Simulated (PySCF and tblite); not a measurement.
The numbers below are computed, except where a source is named.
C₅H₇F, numbered as in [CH:1]#[C:2][CH2:3][CH2:4][CH2:5][F:6].

Conformers came from 90 starts (ETKDG, MMFF94s, GFN2-xTB); geometries are GFN2-xTB. Free energies are B3LYP-D3(BJ)/def2-TZVP single points with GFN2-xTB rigid-rotor and vibrational terms (modes under about 100 cm⁻¹ blended into free rotors). Symmetry numbers and mirror images are counted. Conformers within 3 kcal/mol (GFN2-xTB free energy) were kept, 5 at most. GIAO shieldings: PBE0/pcSseg-1. Shifts are against TMS (¹H), TMS (¹³C), CFCl3 (¹⁹F) at the same level. Codes: tblite and PySCF.

Torsions listed: C2–C3–C4–C5, C3–C4–C5–F6. Of a mirror pair one member is shown.

| conformer | shape | symmetry | E(GFN2) kcal/mol | E(DFT) kcal/mol |
| --- | --- | --- | --- | --- |
| 1 | 67°, 68° | C1 (pair) | 0.04 | 0.00 |
| 2 | 179°, -65° | C1 (pair) | 0.33 | 0.33 |
| 3 | 64°, 180° | C1 (pair) | 0.00 | 0.72 |
| 4 | 180°, 180° | Cs | 0.45 | 1.13 |
| 5 | 64°, -77° | C1 (pair) | 1.59 | 2.90 |

(1) How much do the weights at 298.15 K and the averaged shift of H5 depend on how the conformers are weighted?

## Answers

(1) 
| weighting | 1 (%) | 2 (%) | 3 (%) | 4 (%) | 5 (%) | δ (ppm) | rms dipole (D) |
| --- | --- | --- | --- | --- | --- | --- | --- |
| DFT energy with thermal terms, symmetry and mirror images (full scheme) | 46 | 32 | 16 | 5 | 0 | 4.88 | 1.58 |
| DFT energy with symmetry and mirror images | 51 | 29 | 15 | 4 | 0 | 4.89 | 1.58 |
| bare DFT energy | 49 | 28 | 15 | 7 | 0 | 4.88 | 1.58 |
| GFN2-xTB energy with symmetry and mirror images | 33 | 21 | 36 | 8 | 2 | 4.88 | 1.62 |
| GFN2-xTB free energy | 29 | 21 | 37 | 11 | 2 | 4.87 | 1.62 |
| leading conformer alone | 100 | 0 | 0 | 0 | 0 | 5.00 | 1.56 |
| equal weights | 20 | 20 | 20 | 20 | 20 | 4.82 | 1.74 |
| full scheme, search stopped after three starts | 0 | 86 | 0 | 14 | 0 | 4.70 | 1.56 |

The largest departure from the full scheme, 0.18 ppm, comes with: full scheme, search stopped after three starts.
